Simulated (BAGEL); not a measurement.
# A workflow on SiH2O2 (SMILES O[Si]O)

We compute a single-point energy (HF/def2-SVP), then a single-point energy (NEVPT2(2,2)/def2-SVP), then the energy (CASPT2(2,2)/def2-SVP) of SiH2O2. 

Program for the calculation: BAGEL 1.2.2.

1 further run of the same task is left out (set aside as unsound or not needed).

## Step 1: The system as given

The species is SiH2O2 (5 atoms), meant as a singlet with charge 0. As SMILES, `O[Si]O`. Geometry: relaxed at PBE0-D4/def2-TZVP. This is one conformer, not always the lowest.

Bond lengths: O1–Si2 1.642 Å, Si2–O3 1.663 Å, O1–H4 0.964 Å, O3–H5 0.960 Å. Angles: O1–Si2–O3 99.4°, Si2–O1–H4 117.5°, Si2–O3–H5 116.1°.

## Step 2: A single-point energy at HF/def2-SVP (density fitting with svp-jkfit) (run 1)

input.json reads:

```json
{ "bagel" : [

{
  "title" : "molecule",
  "basis" : "svp",
  "df_basis" : "svp-jkfit",
  "angstrom" : true,
  "geometry" : [
    { "atom" : "O", "xyz" : [      -1.443235,      -0.105592,      -0.275015 ] },
    { "atom" : "Si", "xyz" : [      -0.212035,      -0.791292,       0.567685 ] },
    { "atom" : "O", "xyz" : [       1.035965,       0.187508,       0.068585 ] },
    { "atom" : "H", "xyz" : [      -1.231935,       0.648908,      -0.836115 ] },
    { "atom" : "H", "xyz" : [       1.901100,      -0.013100,       0.433400 ] }
  ]
},

{ "title" : "hf" },

{ "title" : "print", "file" : "orbitals.molden", "orbitals" : true }

]}
```

Run with:

```bash
$ BAGEL_NUM_THREADS=1 BAGEL input.json > input.out
```

Output:

```text
* using 1 threads per process

  ===============================================================
  ===============================================================

  *** Geometry ***

  { "atom" : "O", "xyz" : [     -2.727319,     -0.199540,     -0.519703 ] },
  { "atom" : "Si", "xyz" : [     -0.400688,     -1.495325,      1.072769 ] },
  { "atom" : "O", "xyz" : [      1.957690,      0.354339,      0.129607 ] },
  { "atom" : "H", "xyz" : [     -2.328020,      1.226258,     -1.580028 ] },
  { "atom" : "H", "xyz" : [      3.592558,     -0.024755,      0.819007 ] },

  Number of auxiliary basis functions:      318

  Since a DF basis is specified, we compute 2- and 3-index integrals:
    o Being stored without compression. Storage requirement is 0.008 GB

  Number of basis functions:       56
  Number of electrons      :       32

    * METHOD: MOLECULE                             0.08

  *** RHF ***

  === Nuclear Repulsion ===
   103.6460173424

      * DIIS with orbital gradients will be used.

  === RHF iteration (svp) ===
      0       -439.39781177          0.03351925           0.02
      1       -439.55120738          0.02395583           0.02
      2       -439.66594591          0.00149912           0.02
      3       -439.66719639          0.00027501           0.02
      4       -439.66724627          0.00009636           0.02
      5       -439.66725050          0.00004230           0.02
      6       -439.66725119          0.00000990           0.02
      7       -439.66725124          0.00000223           0.02
      8       -439.66725124          0.00000071           0.02
      9       -439.66725124          0.00000036           0.02
     10       -439.66725124          0.00000009           0.02
     11       -439.66725124          0.00000003           0.02
     12       -439.66725124          0.00000001           0.02
     13       -439.66725124          0.00000000           0.02
    * SCF iteration converged.

    * Permanent dipole moment:
           (   -0.725355,    -0.255711,     0.037321) a.u.

    * METHOD: HF                                   0.33

    * METHOD: PRINT                                0.01

  ===============================================================
```

Run time: 0.64 s. Hardware: 1 thread of Arm Neoverse V2, shared host; peak memory 0.14 GiB.

## Step 3: The energy at NEVPT2(2,2)/def2-SVP (density fitting with svp-jkfit) (run 2)

job.json reads:

```json
{ "bagel" : [

{
  "title" : "molecule",
  "basis" : "svp",
  "df_basis" : "svp-jkfit",
  "angstrom" : true,
  "geometry" : [
    { "atom" : "O", "xyz" : [      -1.443235,      -0.105592,      -0.275015 ] },
    { "atom" : "Si", "xyz" : [      -0.212035,      -0.791292,       0.567685 ] },
    { "atom" : "O", "xyz" : [       1.035965,       0.187508,       0.068585 ] },
    { "atom" : "H", "xyz" : [      -1.231935,       0.648908,      -0.836115 ] },
    { "atom" : "H", "xyz" : [       1.901100,      -0.013100,       0.433400 ] }
  ]
},

{
  "title" : "hf"
},

{
  "title" : "casscf",
  "nstate" : 1,
  "nact" : 2,
  "nclosed" : 15,
  "active" : [10, 18],
  "maxiter" : 200,
  "natocc" : true
},

{
  "title" : "nevpt2",
  "nstate" : 1,
  "nact" : 2,
  "nclosed" : 15,
  "active" : [10, 18],
  "maxiter" : 200,
  "natocc" : true,
  "ncore" : 7
},

{
  "title" : "print",
  "file" : "orbitals.molden",
  "orbitals" : true
}

]}
```

Run with:

```bash
$ BAGEL_NUM_THREADS=1 BAGEL job.json > job.out
```

Output:

```text
* using 1 threads per process

  ===============================================================
  ===============================================================

  *** Geometry ***

  { "atom" : "O", "xyz" : [     -2.727319,     -0.199540,     -0.519703 ] },
  { "atom" : "Si", "xyz" : [     -0.400688,     -1.495325,      1.072769 ] },
  { "atom" : "O", "xyz" : [      1.957690,      0.354339,      0.129607 ] },
  { "atom" : "H", "xyz" : [     -2.328020,      1.226258,     -1.580028 ] },
  { "atom" : "H", "xyz" : [      3.592558,     -0.024755,      0.819007 ] },

  Number of auxiliary basis functions:      318

  Since a DF basis is specified, we compute 2- and 3-index integrals:
    o Being stored without compression. Storage requirement is 0.008 GB

  Number of basis functions:       56
  Number of electrons      :       32

    * METHOD: MOLECULE                             0.08

  *** RHF ***

  === Nuclear Repulsion ===
   103.6460173424

      * DIIS with orbital gradients will be used.

  === RHF iteration (svp) ===
      0       -439.39781177          0.03351925           0.02
      1       -439.55120738          0.02395583           0.02
      2       -439.66594591          0.00149912           0.02
      3       -439.66719639          0.00027501           0.02
      4       -439.66724627          0.00009636           0.02
      5       -439.66725050          0.00004230           0.02
[... 6 lines of this table left out ...]
     12       -439.66725124          0.00000001           0.02
     13       -439.66725124          0.00000000           0.02
    * SCF iteration converged.

    * Permanent dipole moment:
           (   -0.725355,    -0.255711,     0.037321) a.u.

    * METHOD: HF                                   0.32

  ---------------------------
      CASSCF calculation
  ---------------------------

    ==== Active orbitals : =====
         Orbital 10
         Orbital 18
    ============================

    * nstate   :      1
    * nclosed  :     15
    * nact     :      2
    * nvirt    :     39
  === CASSCF iteration (svp) ===

    * Using the second-order algorithm

      0  0      -439.66731428     2.54e-05      0.01

      1  0      -439.66751286     8.19e-05      0.08

      2  0      -439.66987384     5.99e-04      0.08

[... 21 lines of this table left out ...]

     14  0      -439.68711695     8.03e-09      0.10

    * Second-order optimization converged. *

     guess   0:   closed 1.                   open ..

  === FCI iteration ===

      0  0      -439.66699456     1.05e-01      0.00
      1  0      -439.68709666     2.54e-03      0.00
      2  0 *    -439.68711695     1.56e-15      0.00

     * ci vector, state   0, <S^2> = 0.0000
       2.     0.9953998754
       .2    -0.0958075572

    * METHOD: CASSCF                               1.78

    * freezing 7 orbitals

  === DF-NEVPT2 calculation ===

    * 3-index integral transformation done
    * assembly done

      NEVPT2 correlation energy:   -0.4351290529      0.04

          (+0)     -0.3545835573
          (+0)'    -0.0363185810
          (+1)     -0.0048753381
          (+1)'    -0.0000000000
          (+2)     -0.0004194159
          (-1)     -0.0318260280
          (-1)'     0.0000000000
          (-2)     -0.0071061326

      NEVPT2 total energy:       -440.1222460048

    * METHOD: NEVPT2                               0.08

    * METHOD: PRINT                                0.01

  ===============================================================
```

Wall time 2.5 s (1 thread of Arm Neoverse V2, shared host); peak memory 0.14 GiB.

## Step 4: The energy at CASPT2(2,2)/def2-SVP (density fitting with svp-jkfit) (run 3)

calc.json reads:

```json
{ "bagel": [

{
  "title": "molecule",
  "basis": "svp",
  "df_basis": "svp-jkfit",
  "angstrom": true,
  "geometry": [
    { "atom": "O", "xyz": [   -1.443235,   -0.105592,   -0.275015 ] },
    { "atom": "Si", "xyz": [   -0.212035,   -0.791292,    0.567685 ] },
    { "atom": "O", "xyz": [    1.035965,    0.187508,    0.068585 ] },
    { "atom": "H", "xyz": [   -1.231935,    0.648908,   -0.836115 ] },
    { "atom": "H", "xyz": [    1.901100,   -0.013100,    0.433400 ] }
  ]
},
{
  "title": "hf"
},
{
  "title": "casscf",
  "nstate": 1,
  "nact": 2,
  "nclosed": 15,
  "active": [10, 18],
  "maxiter": 200,
  "natocc": true
},
{
  "title": "print",
  "file": "orbitals.molden",
  "orbitals": true
},
{
  "title": "smith",
  "method": "caspt2",
  "ms": true,
  "xms": true,
  "sssr": true,
  "shift": 0.2,
  "shift_imag": true,
  "ncore": 7
}

]}
```

Run with:

```bash
$ BAGEL_NUM_THREADS=1 BAGEL calc.json > calc.out
```

Output:

```text
* using 1 threads per process

  ===============================================================
  ===============================================================

  *** Geometry ***

  { "atom" : "O", "xyz" : [     -2.727319,     -0.199540,     -0.519703 ] },
  { "atom" : "Si", "xyz" : [     -0.400688,     -1.495325,      1.072769 ] },
  { "atom" : "O", "xyz" : [      1.957690,      0.354339,      0.129607 ] },
  { "atom" : "H", "xyz" : [     -2.328020,      1.226258,     -1.580028 ] },
  { "atom" : "H", "xyz" : [      3.592558,     -0.024755,      0.819007 ] },

  Number of auxiliary basis functions:      318

  Since a DF basis is specified, we compute 2- and 3-index integrals:
    o Being stored without compression. Storage requirement is 0.008 GB

  Number of basis functions:       56
  Number of electrons      :       32

    * METHOD: MOLECULE                             0.08

  *** RHF ***

  === Nuclear Repulsion ===
   103.6460173424

      * DIIS with orbital gradients will be used.

[... 6 lines left out ...]
    * SCF iteration converged.
[... 1 line left out ...]
    * Permanent dipole moment:
[... 27 lines left out ...]
    * Second-order optimization converged. *
[... 9 lines left out ...]
     * ci vector, state   0, <S^2> = 0.0000
[... 16 lines left out ...]
    * Zeroth order energy : state  0       -1.6133044094
[... 4 lines left out ...]
       #      aibj      arbs      arbi      airj      risj      airs      arst      rist         Etot      error   time
[... 2 lines left out ...]
       0  -0.35408  -0.00829  -0.03206  -0.00515  -0.00054  -0.03148  -0.00000  -0.00000   -0.4315897  0.0037856   0.02
       1  -0.35443  -0.00837  -0.03231  -0.00528  -0.00060  -0.03253  -0.00000  -0.00000   -0.4335287  0.0006800   0.02
       2  -0.35449  -0.00838  -0.03224  -0.00529  -0.00060  -0.03261  -0.00000  -0.00000   -0.4336253  0.0001591   0.02
       3  -0.35449  -0.00838  -0.03224  -0.00528  -0.00061  -0.03263  -0.00000  -0.00000   -0.4336292  0.0000385   0.02
       4  -0.35449  -0.00838  -0.03224  -0.00528  -0.00061  -0.03264   0.00000  -0.00000   -0.4336294  0.0000100   0.02
       5  -0.35449  -0.00838  -0.03224  -0.00528  -0.00061  -0.03263   0.00000  -0.00000   -0.4336295  0.0000023   0.02
       6  -0.35449  -0.00838  -0.03224  -0.00528  -0.00061  -0.03263   0.00000  -0.00000   -0.4336295  0.0000006   0.02

      ------------------------------------------------------------------------------------------------------------------

    * CASPT2 energy : state  0     -440.1226737166
        w/o shift correction       -440.1207464107
        reference weight              0.8869153021

    * METHOD: SMITH                                0.20

  ===============================================================
```

It took 2.5 s on 1 thread of Arm Neoverse V2, shared host; peak memory 0.14 GiB.

## Step 5: Summary of results

```
                                 quantity          value
         run 1, HF/def2-SVP: total energy  -439.66725 Eh
        run 1, HF/def2-SVP: dipole moment         1.96 D
          run 1, HF/def2-SVP: HOMO energy       -9.61 eV
          run 1, HF/def2-SVP: LUMO energy        2.38 eV
        run 1, HF/def2-SVP: HOMO–LUMO gap       11.99 eV
run 2, NEVPT2(2,2)/def2-SVP: total energy  -440.12225 Eh
run 3, CASPT2(2,2)/def2-SVP: total energy  -440.12267 Eh
```
